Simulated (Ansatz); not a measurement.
# 1T (CdI2-type) HfS2

These are PBE-D4 (Ansatz, an electronic-structure program, PAW) values and carry that method's errors.

Run with plane-wave cutoff 500 eV, 12×12×6 k mesh (along the axes of the cell as run), gaussian smearing 0.02 eV, scalar-relativistic PAW data made under PBE.

Cell (relaxed at this level):

```yaml
crystal:
  lattice:
    - [1.80808, -3.13168, 0.00000]
    - [1.80808, 3.13168, 0.00000]
    - [0.00000, 0.00000, 5.86079]
  atoms:
    - { symbol: Hf, position: [0.00000, 0.00000, 0.00000] }
    - { symbol: S, position: [0.33333, 0.66667, 0.24804] }
    - { symbol: S, position: [0.66667, 0.33333, 0.75196] }
```

```
Item                                 Value
---------------------------  -------------
equilibrium volume per atom  22.12 Å³/atom
lattice parameter a                3.616 Å
lattice parameter c                5.861 Å
```

Measured, for comparison: lattice constant a 3.635 Å (temperature not stated, no zero-point or thermal correction; as tabulated in Björkman (2014), arXiv:1406.2436); lattice parameter c 5.83 Å (temperature not stated, zero-point anharmonic expansion removed (computed with revB86b-DF2); no thermal correction; as tabulated in Björkman (2014), arXiv:1406.2436). Computed (rounded) less measured: lattice constant a -0.5 %, lattice parameter c +0.5 %. A static lattice is as a rule a little smaller and stiffer than an uncorrected measurement, which narrows the difference in the lattice constant a and would widen misses of the other sign.

Spin–orbit coupling is not included.

Computed values are for the static lattice.
